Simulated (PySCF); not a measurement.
Functional dependence of a UV spectrum

C₅H₉ (charge +1).
SMILES: `C=C[CH+]CC`

Linear-response calculations in the def2-SVPD basis (PySCF; singlets by full response, triplets Tamm–Dancoff, core orbitals frozen in the response; HF means time-dependent Hartree–Fock). 'Strongest' is the level of largest summed f among the singlets computed (10 roots, of which the last may lack a degenerate partner); it can jump between rows when another state enters that window. S1 is the lowest singlet of each run and needn't be the same state throughout; f(S1) is that of one state. One conformer (not necessarily the lowest) at the PBE0-D3(BJ)/def2-SVP geometry, without solvent, vibrations or thermal averaging.

```csv
functional,kind,S1 (eV),f(S1),strongest (eV),T1 (eV),HOMO (eV),gap (eV),"ionisation energy, ΔSCF (eV)"
LDA,LDA,3.34,0.000,5.46,2.82,-13.27,3.06,16.24
PBE,GGA,3.46,0.000,5.45,2.76,-13.21,3.17,16.13
B3LYP,"global hybrid, 20% exact exchange",4.36,0.001,5.58,2.84,-14.18,4.87,16.37
PBE0,"global hybrid, 25% exact exchange",4.50,0.001,5.65,2.76,-14.38,5.26,16.37
BHandHLYP,"global hybrid, 50% exact exchange",5.33,0.482,5.33,2.81,-15.38,7.39,16.43
CAM-B3LYP,range-separated hybrid,4.99,0.002,5.09,2.79,-15.67,7.68,16.54
wB97X-D,range-separated hybrid,4.98,0.002,5.08,2.83,-16.18,8.86,16.48
HF,Hartree–Fock,5.62,0.556,5.62,2.64,-16.76,11.64,not settled
```

Task: What does LC-wPBE (range-separated hybrid) give?

Result: S1 (eV) 5.19, f(S1) 0.009, strongest (eV) 5.23, T1 (eV) 2.60, HOMO (eV) -17.00, gap (eV) 10.05, ionisation energy, ΔSCF (eV) 16.68. S1 runs from 3.34 eV (LDA) to 5.62 eV (HF), a spread of 2.28 eV, while the orbital gap spreads over 8.6 eV. Along PBE (0%), B3LYP (20%), PBE0 (25%), BHandHLYP (50%), HF (100%) S1 rises with the share of exact exchange. −ε(HOMO) comes closest to its own ΔSCF ionisation energy with wB97X-D (-0.30 eV) and misses most with LDA (-2.97 eV). 'Not settled' means that the ion's SCF failed to converge or may have ended in another state than the lowest.
